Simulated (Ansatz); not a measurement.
**CH⁺, singlet along the distance C1-H2**

Starting geometry (PBE0/def2-TZVP stationary point for this spin):

```yaml
atoms:
  - { symbol: C, position_ang: [0.0000, 0.0000, 0.0000] }
  - { symbol: H, position_ang: [0.0000, 0.0000, 1.1404] }
```

From there H2 moves along the line of the two atoms named below, all else staying in place; atoms are numbered as listed. Energies are in kJ/mol, counted from the starting geometry at the same level. Kohn–Sham curves are unrestricted where that lies lower.

Basis cc-pVQZ; Ansatz 0.2.0. Correlated methods freeze the noble-gas cores. Prefix R: restricted or restricted open-shell reference.

Unrestricted Kohn–Sham rows aren't spin-pure: their determinants' ⟨S²⟩ exceeds S(S+1) by up to 1.00, so they mix in states of higher spin. A value is left out where its run failed or describes another state than the reference as far as symmetry and spin tell, or, spin-broken singlets apart, can't be checked. So is a cluster or MP2 value whose T1 reaches 0.2, or 0.1 on a determinant over 1 eV above the lowest, or whose CCSD ends far below full CI on such a determinant.

Full CI is exact within this basis and frozen core; it isn't the basis-set limit.

| distance C1-H2 (Å) | full CI | curve A | curve B | curve C | curve D |
| --- | --- | --- | --- | --- | --- |
| 0.915 | 96.4 | 93.0 | 97.7 | 96.3 | 87.8 |
| 1.019 | 20.5 | 18.3 | 21.7 | 20.4 | 15.0 |
| 1.140 | 0.0 | 0.0 | 0.0 | 0.0 | 0.0 |
| 1.223 | 9.6 | 11.6 | 8.6 | 9.7 | 14.4 |
| 1.377 | 52.5 | 59.3 | 50.4 | 52.7 | 68.3 |
| 1.574 | 124.0 | 139.1 | 123.8 | 124.5 | 157.6 |
| 1.833 | 213.4 | 242.8 | 222.4 | 214.4 | 275.6 |
| 2.065 | 277.3 | 322.0 | 294.1 | 278.5 | 368.5 |
| 2.460 | 348.6 | 422.2 | 344.6 | 348.1 | 492.1 |
| 3.099 | 394.5 | 509.4 | 377.5 | 373.9 | 615.5 |
| 3.928 | 406.0 | – | 397.5 | – | 690.0 |

(1) The curves come from RCCSD(T), RHF, RMP2, wB97M-V. Compare each with full CI and say which is which.

Answers

(1) A: RMP2, B: wB97M-V, C: RCCSD(T), D: RHF. Spread of the error against full CI, over the points where both stand: A 118.3, B 33.8, C 21.8, D 292.6 kJ/mol. RHF keeps both spins in the same orbitals, so it can't give open-shell fragments and ends 284.0 kJ/mol too high at 3.928 Å. The program flagged some runs of RCCSD(T) as in doubt.
